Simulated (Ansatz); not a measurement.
Two members of one family ((LiH)n), computed with Ansatz in the gas phase. The two geometries come from different levels. Binding counts from free atoms in the multiplicity of their measured ground term, without zero-point energy. The structures are stationary points that may keep the symmetry of their start.

First: (LiH)2 ring (singlet, charge 0, PBE-D4/def2-TZVP geometry).

```
atom   x (Å)   y (Å)   z (Å)
 Li1  -0.054  -0.198  -1.123
  H2  -0.493  -1.203   0.236
 Li3   0.054   0.199   1.123
  H4   0.494   1.203  -0.236
```

```csv
level,HOMO (eV),LUMO (eV),gap (eV),binding per atom (eV)
PBE-D4/def2-TZVP,-4.68,-0.89,3.79,1.67
PBE0-D4/def2-SVP,-5.69,-0.37,5.32,1.69
PBE0-D4/def2-TZVP,-5.81,-0.39,5.43,1.66
HSE06-D4/def2-TZVP,-5.41,-0.68,4.73,1.66
LC-ωPBE/def2-TZVP,-8.53,0.79,9.32,1.68
```

Second: (LiH)3 ring (singlet, charge 0, r2SCAN-D4/def2-TZVP geometry).

Cartesian coordinates in Å:
```
Li 0.1885 -0.9825 1.2840
H 0.0167 0.6841 1.6573
Li -0.1721 1.6034 0.2209
H -0.2071 1.0822 -1.4144
Li -0.0164 -0.6209 -1.5050
H 0.1904 -1.7662 -0.2429
```

What does the change do? Estimate second minus first.


```
             level  Δ HOMO (eV)  Δ LUMO (eV)  Δ gap (eV)  Δ binding per atom (eV)
  PBE-D4/def2-TZVP        -0.62         0.12        0.74                     0.17
  PBE0-D4/def2-SVP        -0.70         0.36        1.06                     0.17
 PBE0-D4/def2-TZVP        -0.68         0.22        0.89                     0.17
HSE06-D4/def2-TZVP        -0.67         0.16        0.84                     0.17
 LC-ωPBE/def2-TZVP        -0.76         0.52        1.28                     0.17
```
